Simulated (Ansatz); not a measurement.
A run of Ansatz (development build ahead of 0.2.0) on singlet Na2 at this shape:

```xyz
2

Na    0.0030   -0.0376   -2.2793
Na    0.0495   -0.0557    2.3357
```

Its results:

```json
{"Converged": "yes", "Total energy": "-323.66266 hartree", "Spin squared of the determinant": "0.000"}
```

Question: Which input gives this output? Name the method, the orbitals and the basis set, and write the input.

Answer: RHF in 6-31G. An unrestricted run that stays on the closed shell gives the same numbers.

```yaml
crystal:
  periodic: [false, false, false]
  atoms:
    - { symbol: Na, position_ang: [0.00299, -0.03762, -2.27926] }
    - { symbol: Na, position_ang: [0.04955, -0.05567, 2.33566] }
basis:
  gaussian: { orbitals: "6-31G" }
hamiltonian:
  xc: hf
```

Caution: stretched shape with no unrestricted run beside it, a lower state can exist.
